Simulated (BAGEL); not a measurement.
# CH2FO (SMILES [O]CF) at UHF/STO-3G (density fitting with qzvpp-jkfit)

Aim: the vertical electron affinity of CH2FO at UHF/STO-3G (density fitting with qzvpp-jkfit), from 2 runs. 

Program for the calculation: BAGEL 1.2.2.

**1. Starting point**

CH2FO has 5 atoms, charge 0, and is taken as a doublet. SMILES: `[O]CF`. Geometry: relaxed at PBE0-D4/def2-TZVP.

Bond lengths: O1–C2 1.303 Å, C2–F3 1.376 Å, C2–H4 1.109 Å, C2–H5 1.109 Å. Angles: O1–C2–F3 115.4°, O1–C2–H4 109.4°, O1–C2–H5 109.4°, F3–C2–H4 107.5°, F3–C2–H5 107.5°, H4–C2–H5 107.3°.

**2. The energy at UHF/STO-3G (density fitting with qzvpp-jkfit)**

Contents of input.json:

```json
{ "bagel": [

{
  "title": "molecule",
  "basis": "sto-3g",
  "df_basis": "qzvpp-jkfit",
  "angstrom": true,
  "geometry": [
    { "atom": "O", "xyz": [   -1.122700,    0.202700,    0.610000 ] },
    { "atom": "C", "xyz": [   -0.009600,   -0.012300,   -0.033000 ] },
    { "atom": "F", "xyz": [    1.105500,   -0.174700,    0.757200 ] },
    { "atom": "H", "xyz": [   -0.112900,   -0.924800,   -0.655200 ] },
    { "atom": "H", "xyz": [    0.189500,    0.835500,   -0.720300 ] }
  ]
},
{ "title": "uhf", "nopen": 1 },
{ "title": "print", "file": "orbitals.molden", "orbitals": true }

]}
```

Started as:

```
$ BAGEL_NUM_THREADS=1 BAGEL input.json > input.out
```

Output:

```text
* using 1 threads per process

  ===============================================================
  ===============================================================

  *** Geometry ***

  { "atom" : "O", "xyz" : [     -2.121596,      0.383047,      1.152733 ] },
  { "atom" : "C", "xyz" : [     -0.018141,     -0.023244,     -0.062361 ] },
  { "atom" : "F", "xyz" : [      2.089092,     -0.330135,      1.430901 ] },
  { "atom" : "H", "xyz" : [     -0.213350,     -1.747619,     -1.238149 ] },
  { "atom" : "H", "xyz" : [      0.358103,      1.578866,     -1.361170 ] },

  Number of auxiliary basis functions:      265

  Since a DF basis is specified, we compute 2- and 3-index integrals:
    o Being stored without compression. Storage requirement is 0.001 GB

  Number of basis functions:       17
  Number of electrons      :       25

    * METHOD: MOLECULE                             0.07

  *** Open-shell HF ***

  === Nuclear Repulsion ===
    72.1247323169

      * DIIS with orbital gradients will be used.

  === UHF iteration (sto-3g) ===
      0       -210.18927998          0.08528023           0.01
      1       -210.36408530          0.03205059           0.01
      2       -210.39532807          0.01026198           0.01
      3       -210.39960655          0.00419462           0.01
      4       -210.40074739          0.00033741           0.01
      5       -210.40077633          0.00011088           0.01
      6       -210.40078753          0.00002198           0.01
      7       -210.40078894          0.00001336           0.01
      8       -210.40078974          0.00000422           0.01
      9       -210.40078984          0.00000104           0.01
     10       -210.40078984          0.00000033           0.01
     11       -210.40078985          0.00000013           0.01
     12       -210.40078985          0.00000004           0.01
     13       -210.40078985          0.00000003           0.01
     14       -210.40078985          0.00000003           0.01
     15       -210.40078985          0.00000003           0.01
     16       -210.40078985          0.00000002           0.01
     17       -210.40078985          0.00000002           0.01
     18       -210.40078985          0.00000001           0.01
    * SCF iteration converged.

    * S^2 (UHF) is 0.7553

    * Permanent dipole moment:
           (    0.008743,     0.017948,     0.526531) a.u.

    * METHOD: UHF                                  0.28

    * METHOD: PRINT                                0.00

  ===============================================================
```

Run time: 0.84 s. Hardware: 1 thread of Intel Xeon at 2.50GHz (Skylake/Cascade Lake), shared host; peak memory 0.08 GiB.

**3. The singlet anion, same level**

input.json: that of step 2 with these lines changed.

```diff
@@ -15,4 +15,11 @@
 },
-{ "title": "uhf", "nopen": 1 },
-{ "title": "print", "file": "orbitals.molden", "orbitals": true }
+{
+  "title": "hf",
+  "charge": -1
+},
+{
+  "title": "print",
+  "file": "orbitals.molden",
+  "orbitals": true
+}
```

Started as:

```
$ BAGEL_NUM_THREADS=1 BAGEL input.json > input.out
```

Output:

```text
* using 1 threads per process

  ===============================================================
  ===============================================================

  *** Geometry ***

  { "atom" : "O", "xyz" : [     -2.121596,      0.383047,      1.152733 ] },
  { "atom" : "C", "xyz" : [     -0.018141,     -0.023244,     -0.062361 ] },
  { "atom" : "F", "xyz" : [      2.089092,     -0.330135,      1.430901 ] },
  { "atom" : "H", "xyz" : [     -0.213350,     -1.747619,     -1.238149 ] },
  { "atom" : "H", "xyz" : [      0.358103,      1.578866,     -1.361170 ] },

  Number of auxiliary basis functions:      265

  Since a DF basis is specified, we compute 2- and 3-index integrals:
    o Being stored without compression. Storage requirement is 0.001 GB

  Number of basis functions:       17
  Number of electrons      :       25

    * METHOD: MOLECULE                             0.12

  *** RHF ***

  === Nuclear Repulsion ===
    72.1247323169

      * DIIS with orbital gradients will be used.

  === RHF iteration (sto-3g) ===
      0       -210.03281076          0.03917380           0.01
      1       -210.16156038          0.01378896           0.01
      2       -210.17883698          0.00263090           0.01
      3       -210.17990652          0.00058329           0.01
      4       -210.17999019          0.00012488           0.00
      5       -210.17999325          0.00001902           0.01
      6       -210.17999332          0.00000433           0.01
      7       -210.17999333          0.00000075           0.01
      8       -210.17999333          0.00000017           0.01
      9       -210.17999333          0.00000005           0.01
     10       -210.17999333          0.00000002           0.00
     11       -210.17999333          0.00000000           0.01
    * SCF iteration converged.

    * Permanent dipole moment:
           (   -1.099929,     0.197975,     0.240643) a.u.

    * METHOD: HF                                   0.18

    * METHOD: PRINT                                0.00

  ===============================================================
```

It took 0.77 s on 1 thread of Intel Xeon at 2.50GHz (Skylake/Cascade Lake), shared host; peak memory 0.08 GiB.

**4. What came out**

Level: UHF/STO-3G (density fitting with qzvpp-jkfit).

```
                                                            quantity          value
                                         doublet CH2FO: total energy  -210.40079 Eh
                                        doublet CH2FO: dipole moment         1.34 D
                                                 doublet CH2FO: ⟨S²⟩          0.755
                                         singlet anion: total energy  -210.17999 Eh
                                          singlet anion: HOMO energy        3.88 eV
                                          singlet anion: LUMO energy       25.99 eV
singlet anion: HOMO–LUMO gap (to an unbound level, set by the basis)       22.12 eV
                   vertical electron affinity (to the singlet anion)      -6.008 eV
```

In words: The anion lies 6.01 eV (580 kJ/mol) above the neutral: the electron isn't bound at this level, and such a value depends on the basis. Without diffuse functions anions come out too high. Hartree–Fock misses the correlation that binds many anions. In a minimal basis such a difference can be off by several eV, whatever the method. The HOMO (singlet anion) lies at positive energy, 3.88 eV: the electron is unbound at this level or held by a compact basis; values depend on the basis.
